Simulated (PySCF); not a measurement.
**PH⁺, PBE: how much the basis matters**

PySCF, UKS reference; doublet, unpaired electrons π ↑; De to P⁺ + H without counterpoise correction.

```tsv
basis	relativity	functions	Re (Å)	ωe (cm⁻¹)	De (eV)	μ (D)
6-31G(d,p)	no relativity	23	1.451	2317	3.46	1.01
cc-pV(D+d)Z/cc-pVDZ	no relativity	28	1.457	2293	3.46	0.95
def2-TZVPPD	no relativity	65	1.448	2280	3.51	0.86
```

How does each smaller set differ from the one with most functions, def2-TZVPPD?

6-31G(d,p): +0.3 pm, +1.6 % in ωe, -0.05 eV in De; cc-pV(D+d)Z/cc-pVDZ: +0.9 pm, +0.6 % in ωe, -0.05 eV in De. All at PBE; the set with most functions is neither the basis-set limit nor always the best.

A positive dipole points towards H; it is taken about the centre of mass and depends on that origin. For an ion De counts to the pair picked by the measured ionisation energies or electron affinities, which need not be the lowest pair at this level. The state is the lowest determinant that a PBE0 search found; another state may lie lower at other levels.
